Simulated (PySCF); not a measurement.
# Static response to an electric field

C3H5F3.
Geometry (PBE0-D3(BJ)/def2-SVP, Å), atoms numbered from 1 in this order:
```
atom  x, y, z in Å
C1    -1.245    0.192    0.533
C2    -0.063   -0.595   -0.003
C3     1.203    0.216   -0.075
F4     1.059    1.293   -0.858
F5     2.216   -0.503   -0.569
F6     1.578    0.655    1.133
H7    -1.037    0.578    1.541
H8    -1.475    1.049   -0.117
H9    -2.139   -0.443    0.590
H10    0.159   -1.469    0.629
H11   -0.257   -0.973   -1.018
```

Level: CAM-B3LYP/def2-SVPD (PySCF), static field, nuclei fixed, core orbitals frozen in the response. The polarisability tensor in these axes (au):

```
x   43.64 -0.56 -1.41
y   -0.56 39.68  0.43
z   -1.41  0.43 39.21
```

Question: What are the eigenvalues, a third of the trace, and Δα (Δα² = ½Σ(αi − αj)² over the three pairs)?

Answer: Principal values 38.72, 39.66 and 44.15 au; mean 40.84 au = 6.05 Å³ = 6.73 × 10⁻⁴⁰ C²·m²/J; Δα = 5.02 au (12 % of the mean).

Question: What is the dipole moment, and where does it point?

Answer: (-2.16, -1.18, 0.18) D, 2.47 D in size, pointing from the negative to the positive side. Measured along this direction, the outermost atoms are F5 at the negative end and H9 at the positive end.

Question: What are the principal values of the traceless quadrupole moment, Θ = ½Σq(3rr − r²1), about the centre of nuclear charge?

Answer: -1.06, -0.71, 1.76 D·Å. The values depend on the origin, since the dipole doesn't vanish. The electronic extent ⟨r²⟩ about the same centre is 530 bohr², a root-mean-square distance of 1.72 Å for the 50 electrons.

Question: Find the Langevin capture rate constant for H3O+ (19.018 u) meeting this molecule (98.034 u), k = 2.342 × 10⁻⁹ cm³/s × √(α in Å³ / reduced mass in u).

Answer: The reduced mass is 15.93 u, so k = 1.44 × 10⁻⁹ cm³/s. The formula leaves out the permanent dipole, which adds to the capture rate.

Question: What would n − 1 = 2πNα be for an ideal gas of these molecules at 298.15 K and 1 atm, electronic part alone?

Answer: N = p/kT = 2.4615 × 10¹⁹ cm⁻³, so n − 1 = 2π × N × 6.05 × 10⁻²⁴ cm³ = 936 × 10⁻⁶ at long wavelengths.

Question: Estimate the molar refractivity from the static electronic polarisability.

Answer: Lorentz–Lorenz: R = (4π/3)N_A α = 2.5225 cm³/(mol·Å³) × 6.05 Å³ = 15.3 cm³/mol, in the limit of long wavelengths.

Isolated species at its PBE0-D3(BJ)/def2-SVP geometry, gas phase.

The run behind these numbers computed excited states and ΔSCF ions as well. Hardware: an x86-64 server with one thread, no GPU, on a shared host. Cost: 1.9 min wall.
